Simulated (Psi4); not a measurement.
# CClF3 (SMILES FC(F)(F)Cl): CCSD/def2-SVPD

Aim: the energy change on altering one bond length of CClF3 at CCSD/def2-SVPD, from 2 runs. 

The results are computed with Psi4 1.11.

2 further runs of the same task are left out: 2 set aside as unsound or not needed.

**1. The system as given**

CClF3: 5 atoms, total charge 0, spin state singlet. As SMILES, `FC(F)(F)Cl`. The shape is that of a PBE0-D4/def2-TZVP optimisation.

Bond lengths: F1–C2 1.322 Å, C2–F3 1.322 Å, C2–F4 1.322 Å, C2–Cl5 1.756 Å. Angles: F1–C2–F3 108.7°, F1–C2–F4 108.7°, F1–C2–Cl5 110.2°, F3–C2–F4 108.7°, F3–C2–Cl5 110.2°, F4–C2–Cl5 110.2°.

**2. A single-point energy at CCSD/def2-SVPD**

cclf3.dat reads:

```
memory 1600 MB

molecule m {
  0 1
  F
  C 1 r2
  F 2 r3 1 a3
  F 2 r4 1 a4 3 d4
  Cl 2 r5 1 a5 3 d5

  r2 = 1.321717
  r3 = 1.32177
  a3 = 108.70687
  r4 = 1.321754
  a4 = 108.70932
  d4 = -118.17671
  r5 = 1.755526
  a5 = 110.225
  d5 = 120.90719
  units angstrom
  symmetry c1
}

set basis def2-SVPD
set puream true
set e_convergence 1e-09
set d_convergence 1e-08
set scf_type pk
set num_frozen_docc 9

E = energy('ccsd')
print_variables()
```

Run with:

```
psi4 cclf3.dat cclf3.out -n 1
```

cclf3.out:

```text
[...]
  Running in c1 symmetry.
[...]
  Nuclear repulsion =  251.228641838567256
[...]
  Multiplicity = 1
[...]
  Nalpha       = 25
  Nbeta        = 25
[...]
    Number of basis functions: 116
[...]
   @RHF iter   1:  -795.14120564690677   -1.04231e-01   5.15932e-03 ADIIS/DIIS
[...]
   @RHF iter  11:  -795.28962032949926   -3.41061e-12   1.98924e-09 DIIS
[...]
    Orbital Energies [Eh]
    ---------------------
    Doubly Occupied:
       1A   -104.856121     2A    -26.376857     3A    -26.376846
       4A    -26.376815     5A    -11.595870     6A    -10.616757
       7A     -8.091932     8A     -8.088015     9A     -8.088015
      10A     -1.760812    11A     -1.655883    12A     -1.655862
      13A     -1.188489    14A     -0.977633    15A     -0.874486
      16A     -0.874481    17A     -0.835001    18A     -0.751198
      19A     -0.751194    20A     -0.705715    21A     -0.705706
      22A     -0.686405    23A     -0.605945    24A     -0.509784
      25A     -0.509783
[...]
  @RHF Final Energy:  -795.28962032949926
   => Energetics <=
    Nuclear Repulsion Energy =            251.2286418385672562
    One-Electron Energy =               -1602.0053140187528697
    Two-Electron Energy =                 555.4870518506863846
    Total Energy =                       -795.2896203294992574
[...]
 Multipole Moments:
 ------------------------------------------------------------------------------------
     Multipole            Electronic (a.u.)      Nuclear  (a.u.)        Total (a.u.)
 ------------------------------------------------------------------------------------
 L = 1.  Multiply by 2.5417464519 to convert [e a0] to [Debye]
 Dipole X            :         -0.6019160            0.7724542            0.1705382
 Dipole Y            :         -0.3602979            0.4624747            0.1021768
 Dipole Z            :         -0.2585265            0.3316778            0.0731514
 Magnitude           :                                                    0.2118360
[...]
      * MP2 total energy                      = -796.147447172920806
[...]
      * CCSD total energy                     = -796.165883624137791
[...]
```

It took 48 s on 1 thread of Intel Xeon 6975P-C (Granite Rapids), shared host; peak memory 1.3 GiB.

**3. The distorted shape at the same level**

cclf3.in reads:

```
memory 1.6 GB

molecule {
  0 1
  F     -0.01718139    -2.30073778     3.69131353
  C     -0.42517326    -2.49273395     1.23466957
  F     -2.78241763    -3.23369557     0.86957448
  F      1.11287483    -4.22466794     0.30001103
  Cl     0.52213133     2.76523624    -1.43241240
  units bohr
  symmetry c1
}

set globals {
  basis def2-SVPD
  reference rhf
  puream true
  e_convergence 1e-09
  d_convergence 1e-08
  scf_type pk
  num_frozen_docc 9
}

energy_value, wavefunction = energy("ccsd", return_wfn=True)
print_variables()
```

Run with:

```
psi4 cclf3.in cclf3.out -n 1
```

cclf3.out:

```text
[...]
  Running in c1 symmetry.
[...]
  Nuclear repulsion =  205.325110075273813
[...]
  Multiplicity = 1
[...]
  Nalpha       = 25
  Nbeta        = 25
[...]
    Number of basis functions: 116
[...]
   @RHF iter   1:  -794.80084211061831   -4.77148e-01   6.11969e-03 ADIIS/DIIS
[...]
   @RHF iter  13:  -795.09905591434301   -3.75167e-12   5.57202e-09 DIIS
[...]
    Orbital Energies [Eh]
    ---------------------
    Doubly Occupied:
       1A   -104.802106     2A    -26.453009     3A    -26.452998
       4A    -26.452967     5A    -11.689460     6A    -10.556474
       7A     -8.030856     8A     -8.027919     9A     -8.027919
      10A     -1.820240    11A     -1.717486    12A     -1.717464
      13A     -1.047856    14A     -1.021577    15A     -0.930828
      16A     -0.930823    17A     -0.884168    18A     -0.801570
      19A     -0.801563    20A     -0.765154    21A     -0.765144
      22A     -0.751224    23A     -0.439426    24A     -0.439426
      25A     -0.404695
[...]
  @RHF Final Energy:  -795.09905591434301
   => Energetics <=
    Nuclear Repulsion Energy =            205.3251100752738125
    One-Electron Energy =               -1509.3836274500536092
    Two-Electron Energy =                 508.9594614604367848
    Total Energy =                       -795.0990559143428982
[...]
 Multipole Moments:
 ------------------------------------------------------------------------------------
     Multipole            Electronic (a.u.)      Nuclear  (a.u.)        Total (a.u.)
 ------------------------------------------------------------------------------------
 L = 1.  Multiply by 2.5417464519 to convert [e a0] to [Debye]
 Dipole X            :         -0.4873942            0.2289740           -0.2584202
 Dipole Y            :         -2.7053943            1.2707078           -1.4346865
 Dipole Z            :          1.3723625           -0.6445491            0.7278133
 Magnitude           :                                                    1.6293614
[...]
      * MP2 total energy                      = -796.006835474779677
[...]
      * CCSD total energy                     = -796.024418876809932
[...]
```

It took 57 s on 1 thread of Intel Xeon 6975P-C (Granite Rapids), shared host; peak memory 1.3 GiB.

**4. What came out**

Level: CCSD/def2-SVPD, 9 core orbitals frozen.

| quantity | value |
| --- | --- |
| first shape: total energy | -796.16588 Eh |
| first shape: HOMO energy (Hartree–Fock orbitals) | -13.87 eV |
| first shape: LUMO energy (Hartree–Fock orbitals) | 2.50 eV |
| first shape: HOMO–LUMO gap (Hartree–Fock orbitals) | 16.37 eV |
| first shape: correlation energy (9 core orbitals frozen) | -876.3 mEh |
| first shape: T1 diagnostic | 0.013 |
| distorted shape: total energy | -796.02442 Eh |
| distorted shape: HOMO energy (Hartree–Fock orbitals) | -11.01 eV |
| distorted shape: LUMO energy (Hartree–Fock orbitals) | -3.50 eV |
| distorted shape: HOMO–LUMO gap (Hartree–Fock orbitals) | 7.52 eV |
| distorted shape: correlation energy (9 core orbitals frozen) | -925.4 mEh |
| distorted shape: T1 diagnostic | 0.032 |
| energy change with the C2–Cl5 bond stretched from 1.756 to 3.160 Å | 3.849 eV |

What this shows: One bond (distorted shape) is far stretched, which a spin-restricted single reference describes badly; a broken-symmetry solution may lie lower. With the C2–Cl5 bond stretched from 1.756 to 3.160 Å the energy rises by 3.85 eV (89 kcal/mol). The first shape isn't relaxed at this level, so the change isn't measured from a minimum. A restricted reference can't describe the breaking bond well at this length. The T1 diagnostic (distorted shape) of 0.032 is above the customary mark for such species, so a single reference may not serve.
